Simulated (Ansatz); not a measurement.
A run of Ansatz (development build ahead of 0.2.0) on doublet CH₃Cl(+) at this shape:

```yaml
atoms:
  - { symbol: C, position_ang: [0.0840, -1.0167, -0.4814] }
  - { symbol: Cl, position_ang: [-0.0670, 0.5961, 0.2877] }
  - { symbol: H, position_ang: [-0.0126, -0.7777, -1.5546] }
  - { symbol: H, position_ang: [1.0234, -1.4667, -0.1947] }
  - { symbol: H, position_ang: [-0.8349, -1.5699, -0.2465] }
```

Its results:

```
Converged                       : yes
Total energy                    : -498.55571 hartree
Spin squared of the determinant : 0.758
Stability test                  : minimum
```

Forces (eV/Å):
| atom | Fx | Fy | Fz |
| --- | --- | --- | --- |
| C1 | -0.916 | -0.529 | -1.120 |
| Cl2 | -0.003 | 0.344 | 0.290 |
| H3 | 0.436 | 0.036 | 0.305 |
| H4 | 0.078 | 0.018 | 0.109 |
| H5 | 0.405 | 0.131 | 0.415 |

Which input gives this output? Name the method, the orbitals and the basis set, and write the input.

UHF in def2-SVP.

```yaml
crystal:
  periodic: [false, false, false]
  atoms:
    - { symbol: C, position_ang: [0.08403, -1.01666, -0.48136] }
    - { symbol: Cl, position_ang: [-0.06703, 0.59614, 0.28767] }
    - { symbol: H, position_ang: [-0.01259, -0.77768, -1.55462] }
    - { symbol: H, position_ang: [1.0234, -1.46667, -0.19467] }
    - { symbol: H, position_ang: [-0.83488, -1.56992, -0.24646] }
basis:
  gaussian: { orbitals: def2-SVP }
total_charge: 1
magnetization:
  spin_polarized: true
  initial_magnetization: 1
hamiltonian:
  xc: hf
output:
  forces: true
```
